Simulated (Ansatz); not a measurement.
# C2H3NO: the cost of one run

Method: RKS PBE/def2-SVP, in Ansatz 0.2.0.

## Step 1: The structure to begin with

Bond lengths: O1–C2 1.294 Å, C2–C3 1.314 Å, C2–N4 1.340 Å, C3–N4 1.305 Å, O1–H5 0.990 Å, C3–H6 1.083 Å, N4–H7 0.989 Å. Angles: O1–C2–C3 120.8°, O1–C2–N4 124.0°, C3–C2–N4 58.9°, C2–O1–H5 107.4°, C2–C3–N4 61.5°, C2–C3–H6 121.0°, N4–C3–H6 128.7°, C2–N4–C3 59.6°, C2–N4–H7 113.9°, C3–N4–H7 116.4°.

Coordinates:

```xyz
7

O    -0.7040    1.2683   -0.3109
C     0.3054    0.4622   -0.3852
C     0.6895   -0.2346    0.6610
N     0.2011   -0.8735   -0.3671
H    -1.5258    0.7165   -0.3276
H     0.2410   -0.0729    1.6335
H     0.8541   -1.3341   -0.9495
```

## Step 2: Relaxing end A

Input file input.yaml:

```yaml
crystal:
  periodic: [false, false, false]
  atoms:
    - { symbol: O, position_ang: [-0.704, 1.2683, -0.3109] }
    - { symbol: C, position_ang: [0.3054, 0.4622, -0.3852] }
    - { symbol: C, position_ang: [0.6895, -0.2346, 0.661] }
    - { symbol: "N", position_ang: [0.2011, -0.8735, -0.3671] }
    - { symbol: H, position_ang: [-1.5258, 0.7165, -0.3276] }
    - { symbol: H, position_ang: [0.241, -0.0729, 1.6335] }
    - { symbol: H, position_ang: [0.8541, -1.3341, -0.9495] }
basis:
  gaussian: { orbitals: def2-SVP }
hamiltonian:
  xc: pbe
relax:
  f_tol: 0.015
  max_steps: 40
output:
  orbitals: {}
```

On the command line:

```bash
> ansatz run input.yaml --threads 1 --pin off --max-ram 2048MiB --backend cpu --events-out ev --progress --plain --runs-dir out
```

Q: Estimate wall time and peak memory on 1 thread of an x86-64 CPU, shared host.

About 83 s, with a peak of 0.14 GiB.
